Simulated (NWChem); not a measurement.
**C2H5Cl (chloroethane): levels of theory compared**

We compute a comparison of 3 runs (M06-2X/pcseg-0, M06-2X/pcseg-2, M06-2X/pcseg-1) of C2H5Cl (chloroethane). 

The results are computed with NWChem 7.3.0.

## (1) The system as given

C2H5Cl has 8 atoms, charge 0, and is taken as a singlet. As SMILES, `CCCl`. The shape is that of a PBE0-D4/def2-TZVP optimisation.

Bond lengths: C1–C2 1.507 Å, C2–Cl3 1.788 Å, C1–H4 1.094 Å, C1–H5 1.091 Å, C1–H6 1.091 Å, C2–H7 1.089 Å, C2–H8 1.089 Å. Some angles: C1–C2–Cl3 111.4°, C1–C2–H7 111.9°, C1–C2–H8 111.9°, Cl3–C2–H7 106.3°, Cl3–C2–H8 106.3°, C2–C1–H4 109.6°, C2–C1–H5 111.0°, C2–C1–H6 111.0°, H7–C2–H8 108.7°, H4–C1–H5 108.4°.

## (2) Energy and forces at M06-2X/pcseg-0 (run 1)

test.nw reads:

```
start test
title "C2H5Cl"
memory total 2200 mb
geometry noautosym nocenter noautoz
 C     -0.443010     0.585800    -0.310980
 C      0.277050    -0.619150     0.237130
 Cl     1.866810    -0.174460     0.923480
 H     -1.409310     0.279580    -0.722170
 H      0.135050     1.058950    -1.106120
 H     -0.620590     1.325030     0.471490
 H      0.475020    -1.361020    -0.535740
 H     -0.281020    -1.094720     1.042920
end
basis spherical bse
 C library pcseg-0
 Cl library pcseg-0
 H library pcseg-0
end
dft
 xc m06-2x
 grid fine
 convergence energy 1e-08
 iterations 100
 mulliken
 print low
end
task dft gradient
```

Started as:

```bash
$ nwchem test.nw > test.out
```

Standard output:

```text
[...]
 d= 0,ls=0.0,diis     1   -538.5843010421 -6.42D+02  1.85D-02  2.18D-01     0.5
[...]
 d= 0,ls=0.0,diis     8   -538.6170318345 -1.32D-09  1.77D-06  5.91D-09     3.7
         Total DFT energy =     -538.617031834453
      One electron energy =     -944.368758408240
           Coulomb energy =      343.411963046703
    Exchange-Corr. energy =      -40.835151583706
 Nuclear repulsion energy =      103.174915110791
[...]
                         DFT ENERGY GRADIENTS
    atom               coordinates                        gradient
                 x          y          z           x          y          z
   1 C      -0.837168   1.107001  -0.587667    0.005632  -0.007634   0.003991
   2 C       0.523549  -1.170024   0.448111    0.036381   0.023227   0.013500
   3 Cl      3.527759  -0.329682   1.745124   -0.046190  -0.014132  -0.019737
   4 H      -2.663210   0.528330  -1.364703    0.003773   0.000419   0.001736
   5 H       0.255207   2.001125  -2.090264   -0.002565  -0.002352   0.003299
   6 H      -1.172745   2.503944   0.890987    0.000581  -0.003463  -0.003273
   7 H       0.897658  -2.571955  -1.012402    0.000271   0.002294   0.002167
   8 H      -0.531051  -2.068721   1.970833    0.002115   0.001642  -0.001684
 Task  times  cpu:        4.6s     wall:        4.6s
 Total times  cpu:        4.6s     wall:        4.6s
```

Run time: 5.4 s. Hardware: 1 thread of Intel Xeon 6975P-C (Granite Rapids), shared host; peak memory 0.11 GiB.

## (3) Energy and gradient at M06-2X/pcseg-2 (run 2)

c2h5cl.nw reads:

```
start c2h5cl
title "C2H5Cl"
memory stack 880 mb heap 220 mb global 1100 mb
charge 0

geometry noautosym nocenter noautoz
   C     -0.443010     0.585800    -0.310980
   C      0.277050    -0.619150     0.237130
   Cl     1.866810    -0.174460     0.923480
   H     -1.409310     0.279580    -0.722170
   H      0.135050     1.058950    -1.106120
   H     -0.620590     1.325030     0.471490
   H      0.475020    -1.361020    -0.535740
   H     -0.281020    -1.094720     1.042920
end

basis spherical bse
   * library pcseg-2
end

dft
   xc m06-2x
   grid fine
   convergence energy 1e-08
   maxiter 100
   mulliken
   print low
end

task dft gradient
```

Started as:

```bash
$ nwchem c2h5cl.nw > c2h5cl.out
```

Standard output:

```text
[...]
 d= 0,ls=0.0,diis     1   -539.3870402711 -6.43D+02  2.92D-03  6.22D-01     6.2
[...]
 d= 0,ls=0.0,diis     8   -539.4202621768 -3.86D-09  6.05D-07  1.29D-08    44.5
         Total DFT energy =     -539.420262176790
      One electron energy =     -945.958768437986
           Coulomb energy =      344.301949892962
    Exchange-Corr. energy =      -40.938358742557
 Nuclear repulsion energy =      103.174915110791
[...]
                         DFT ENERGY GRADIENTS
    atom               coordinates                        gradient
                 x          y          z           x          y          z
   1 C      -0.837168   1.107001  -0.587667    0.002561  -0.003665   0.001850
   2 C       0.523549  -1.170024   0.448111    0.001251   0.005466  -0.000328
   3 Cl      3.527759  -0.329682   1.745124   -0.001700  -0.000925  -0.000658
   4 H      -2.663210   0.528330  -1.364703   -0.001838  -0.000506  -0.000795
   5 H       0.255207   2.001125  -2.090264    0.000710   0.000913  -0.001405
   6 H      -1.172745   2.503944   0.890987   -0.000501   0.001337   0.001121
   7 H       0.897658  -2.571955  -1.012402    0.000473  -0.001561  -0.001385
   8 H      -0.531051  -2.068721   1.970833   -0.000957  -0.001059   0.001600
 Task  times  cpu:       62.4s     wall:       62.4s
 Total times  cpu:       62.4s     wall:       62.4s
```

Wall time 63 s (1 thread of Intel Xeon 6975P-C (Granite Rapids), shared host); peak memory 0.14 GiB.

## (4) Energy and forces at M06-2X/pcseg-1 (run 3)

c2h5cl.nw reads:

```
start c2h5cl
memory total 2200 mb

geometry units angstroms noautosym nocenter noautoz
 C     -0.443010     0.585800    -0.310980
 C      0.277050    -0.619150     0.237130
 Cl     1.866810    -0.174460     0.923480
 H     -1.409310     0.279580    -0.722170
 H      0.135050     1.058950    -1.106120
 H     -0.620590     1.325030     0.471490
 H      0.475020    -1.361020    -0.535740
 H     -0.281020    -1.094720     1.042920
end

basis spherical bse
 * library pcseg-1
end

dft
 xc m06-2x
 grid fine
 convergence energy 1e-08
 maxiter 100
 mulliken
 noprint "final vectors analysis"
end

task dft gradient
```

Started as:

```bash
$ nwchem c2h5cl.nw > c2h5cl.out
```

Standard output:

```text
[...]
          Wavefunction type:  closed shell.
          No. of atoms     :     8
          No. of electrons :    34
[...]
          Charge           :     0
          Spin multiplicity:     1
[...]
          AO basis - number of functions:    71
[...]
              XC Information
              --------------
                       M06-2X Method XC Functional
                     Hartree-Fock (Exact) Exchange  0.540
                        M06-2X Exchange Functional  1.000
                      M06-2X Correlation Potential  1.000
[...]
 d= 0,ls=0.0,diis     1   -539.2993498615 -6.42D+02  7.89D-03  2.10D-01     1.2
[...]
 d= 0,ls=0.0,diis     8   -539.3293184000 -1.61D-09  7.77D-07  2.72D-09     8.5
         Total DFT energy =     -539.329318400036
      One electron energy =     -945.721084872734
           Coulomb energy =      344.128298159169
    Exchange-Corr. energy =      -40.911446797262
 Nuclear repulsion energy =      103.174915110791
[...]
  wavefunction    = closed shell
                         DFT ENERGY GRADIENTS
    atom               coordinates                        gradient
                 x          y          z           x          y          z
   1 C      -0.837168   1.107001  -0.587667    0.001049  -0.000614   0.000611
   2 C       0.523549  -1.170024   0.448111    0.003574   0.001472   0.001458
   3 Cl      3.527759  -0.329682   1.745124   -0.005877  -0.001563  -0.002551
   4 H      -2.663210   0.528330  -1.364703    0.001505   0.000624   0.000615
   5 H       0.255207   2.001125  -2.090264   -0.001308  -0.000865   0.001625
   6 H      -1.172745   2.503944   0.890987    0.000295  -0.001433  -0.001727
   7 H       0.897658  -2.571955  -1.012402   -0.000278   0.001423   0.001361
   8 H      -0.531051  -2.068721   1.970833    0.001041   0.000956  -0.001393
[...]
```

Run time: 12 s. Hardware: 1 thread of Intel Xeon 6975P-C (Granite Rapids), shared host; peak memory 0.12 GiB.

## (5) Overview of the runs

| run | level | energy (Eh) | largest force (eV/Å) | wall time |
| --- | --- | --- | --- | --- |
| 1 | M06-2X/pcseg-0 | -538.617032 | 2.683 | 5.4 s |
| 2 | M06-2X/pcseg-2 | -539.420262 | 0.289 | 63 s |
| 3 | M06-2X/pcseg-1 | -539.329318 | 0.339 | 12 s |

## (6) What came out

| quantity | value |
| --- | --- |
| run 3: total energy | -539.32932 Eh |
| run 3: dipole moment | 2.29 D |
| run 3: largest force on an atom | 0.339 eV/Å |

Over the runs the total energy spans 21.857 eV. All runs together took 80 s, the longest 63 s.
